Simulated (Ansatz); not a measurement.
The input, for Ansatz 0.2.0:

```yaml
crystal:
  periodic: [false, false, false]
  atoms:
    - {symbol: B, position_ang: [0.000000, 0.000000, 1.971667]}
    - {symbol: Al, position_ang: [0.000000, 0.000000, -0.197333]}
    - {symbol: H, position_ang: [0.000000, 0.000000, -1.774333]}
basis:
  gaussian: {orbitals: 6-31G}
magnetization: {spin_polarized: true, initial_magnetization: 3}
correlation: {method: ccsdtq, electrons: outside_noble_gas}
```

```sh
$ ansatz run in.yaml --threads 1 --pin off --events-out ev --progress --plain --max-ram 2393MiB
```

Log:

```
497 factors; integrals over basis functions are off by at most 1.3e-7 eV
mean field evaluation 1: about -7263.5799 eV, gradient 5.7e0 eV
mean field evaluation 2: about -7263.5864 eV, gradient 5.7e0 eV
mean field evaluation 4: about -7264.6052 eV, gradient 1.8e0 eV
mean field evaluation 8: about -7264.7726 eV, gradient 2.8e-1 eV
mean field evaluation 16: about -7264.2825 eV, gradient 3.2e0 eV
mean field evaluation 32: about -7264.7786 eV, gradient 2.3e-5 eV
mean field evaluation 64: about -7262.1454 eV, gradient 6.3e-2 eV
mean field evaluation 96: about -7261.6006 eV, gradient 3.5e-3 eV
mean field evaluation 128: about -7263.0613 eV, gradient 1.8e-2 eV
mean field evaluation 160: about -7262.0403 eV, gradient 1.0e0 eV
mean field evaluation 192: about -7262.1414 eV, gradient 3.1e-2 eV
mean field -7264.77861117 eV, -266.9756897165 hartree, gradient 5.0e-6 eV, S^2 3.759577; 6 other end points of the search recorded, 0 dependent functions left out
determinant -7264.77861117 eV, -266.9756897165 hartree, with singles and doubles -7267.13923806 eV, -267.0624411549 hartree
determinant -7263.06132364 eV, -266.9125805641 hartree, with singles and doubles -7264.81361253 eV, -266.9769759928 hartree
determinant -7262.14572976 eV, -266.8789331095 hartree, with singles and doubles -7264.21861176 eV, -266.9551101181 hartree
determinant -7261.60064840 eV, -266.8589017392 hartree, with singles and doubles -7264.40692230 eV, -266.9620304027 hartree
6 core orbitals not correlated: weight in the atoms' cores, before any rotation towards them, 1.000 or more for the frozen orbitals, at most 0.000 for the correlated occupied ones
reference -7264.77861117 eV, -266.9756897165 hartree; 5, 2 occupied and 13, 16 virtual orbitals, 497 factors
second order -1.71551946 eV of doubles, -0.00000000 eV of singles
cycle   1  -2.08719126 eV  change   -3.7e-1 eV  update   8.2e-2
cycle   2  -2.40159419 eV  change   -3.1e-1 eV  update   4.5e-2
cycle   3  -2.46405180 eV  change   -6.2e-2 eV  update   2.2e-2
cycle   4  -2.48162101 eV  change   -1.8e-2 eV  update   1.1e-2
cycle   5  -2.49251615 eV  change   -1.1e-2 eV  update   4.7e-3
cycle   6  -2.49221828 eV  change    3.0e-4 eV  update   2.5e-3
cycle   7  -2.49023879 eV  change    2.0e-3 eV  update   1.2e-3
cycle   8  -2.49065098 eV  change   -4.1e-4 eV  update   6.0e-4
cycle   9  -2.49103942 eV  change   -3.9e-4 eV  update   3.0e-4
cycle  10  -2.49074147 eV  change    3.0e-4 eV  update   1.7e-4
cycle  11  -2.49084342 eV  change   -1.0e-4 eV  update   9.2e-5
cycle  12  -2.49089095 eV  change   -4.8e-5 eV  update   4.5e-5
cycle  13  -2.49092419 eV  change   -3.3e-5 eV  update   2.0e-5
cycle  14  -2.49093344 eV  change   -9.2e-6 eV  update   8.8e-6
cycle  15  -2.49093127 eV  change    2.2e-6 eV  update   4.4e-6
cycle  16  -2.49092975 eV  change    1.5e-6 eV  update   2.1e-6
cycle  17  -2.49092994 eV  change   -1.9e-7 eV  update   1.1e-6
cycle  18  -2.49093020 eV  change   -2.7e-7 eV  update   6.4e-7
Total energy: -7267.26954137 eV, -267.0672297131 hartree
```

For the same geometry and basis full CI lies 0.7 meV lower.

Ran on 1 thread of Arm Neoverse N1, shared host: 20 s wall, 0.16 GiB peak host memory.
